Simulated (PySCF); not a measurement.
Compound: s-BuOH, C4H10O.
Geometry (GFN2-xTB, Å), atoms numbered from 1 in this order:
```xyz
15
C4H10O angstrom
C     -1.6575   -0.7051    0.1890
C     -0.8111    0.5547    0.0612
C      0.5544    0.3085   -0.5966
C      1.4785   -0.5310    0.2853
O      1.1667    1.5361   -0.9401
H     -2.6415   -0.4563    0.5796
H     -1.7837   -1.1785   -0.7820
H     -1.1965   -1.4207    0.8647
H     -1.3440    1.2869   -0.5499
H     -0.6561    0.9949    1.0509
H      0.4071   -0.1975   -1.5571
H      1.0843   -1.5348    0.4085
H      1.5860   -0.0724    1.2679
H      2.4609   -0.5984   -0.1763
H      1.3483    2.0217   -0.1271
```

Method: PBE0/def2-SVPD in PySCF (dipole) on a GFN2-xTB geometry, gas phase.

Take the most abundant isotopes and a rigid rotor. The values belong to one conformer with, in the numbering `[CH3:1][CH2:2][C@H:3]([CH3:4])[OH:5]`, C1–C2–C3–C4 -68°, C2–C3–O5–H 64°.

**Question.** What are A, B and C (cm⁻¹)?

**Answer.** Ia = 65.89, Ib = 145.97, Ic = 189.62 u·Å²; 505379 MHz·u·Å²/I gives 7670, 3462 and 2665 MHz, that is A = 0.25583, B = 0.11548, C = 0.08890 cm⁻¹.

**Question.** Classify the top.

**Answer.** An asymmetric top. Ray's parameter κ = (2B − A − C)/(A − C) = -0.682; −1 is the prolate and +1 the oblate limit.

**Question.** Is it planar, by Δ = Ic − Ia − Ib?

**Answer.** Not planar: Δ = Ic − Ia − Ib = -22.25 u·Å². For a rigid frame Δ = −2 Σ m c², so Σ m c² = 11.12 u·Å² lies off the ab plane: 8.07 from hydrogen and 3.05 from heavier atoms. The atom farthest from that plane is 1.42 Å away.

**Question.** List the rotational levels J(Ka,Kc) to J = 2 (MHz).

**Answer.** Above 0(0,0):
J = 1: 1(0,1) 6127, 1(1,1) 10335, 1(1,0) 11132
J = 2: 2(0,2) 18279, 2(1,2) 21793, 2(1,1) 24183, 2(2,1) 36805, 2(2,0) 36908

**Question.** Which types of transition are allowed, and where do some lines up to J = 2 fall?

**Answer.** The dipole components are |μa| = 1.06 D, |μb| = 0.84 D, |μc| = 1.05 D. Intensities carry the squares of the components, which stand as 1.00 : 0.62 : 0.98 (a : b : c). Some lines, for components of 0.1 D or more:

| type | branch | J(Ka,Kc) | MHz | lower level (cm⁻¹) |
| --- | --- | --- | --- | --- |
| a | Q | 1(1,0) ← 1(1,1) | 797 | 0.345 |
| a | Q | 2(1,1) ← 2(1,2) | 2391 | 0.727 |
| c | Q | 2(1,2) ← 2(0,2) | 3513 | 0.610 |
| a | R | 1(0,1) ← 0(0,0) | 6127 | 0.000 |
| c | R | 1(1,0) ← 0(0,0) | 11132 | 0.000 |
| a | R | 2(1,2) ← 1(1,1) | 11458 | 0.345 |
| c | Q | 2(2,1) ← 2(1,1) | 12622 | 0.807 |
| b | Q | 2(2,0) ← 2(1,1) | 12725 | 0.807 |
| a | R | 2(1,1) ← 1(1,0) | 13052 | 0.371 |
| b | Q | 2(2,1) ← 2(1,2) | 15013 | 0.727 |
| b | R | 2(1,2) ← 1(0,1) | 15665 | 0.204 |
| c | R | 2(1,1) ← 1(0,1) | 18056 | 0.204 |
| b | R | 2(2,1) ← 1(1,0) | 25674 | 0.371 |
| c | R | 2(2,1) ← 1(1,1) | 26471 | 0.345 |
| b | R | 2(2,0) ← 1(1,1) | 26574 | 0.345 |

**Question.** Estimate the classical rotational partition function at 10 K, 25 K and 298.15 K.

**Answer.** Point group C1, symmetry number σ = 1; q = (√π/σ)·√((kT/h)³/(ABC)), k/h = 20836.6 MHz/K: 634 at 10 K, 2500 at 25 K, 103000 at 298.15 K.

No frequency check. Constants of a rigid frame at the computed geometry: no zero-point averaging, no centrifugal distortion. A rigid rotor knows nothing of internal rotation, which can split or shift real lines.

On an x86-64 server with one thread (shared host), this took 16 s. This is the PBE0/def2-SVPD job that gave the dipole, with the excitations it also computed.
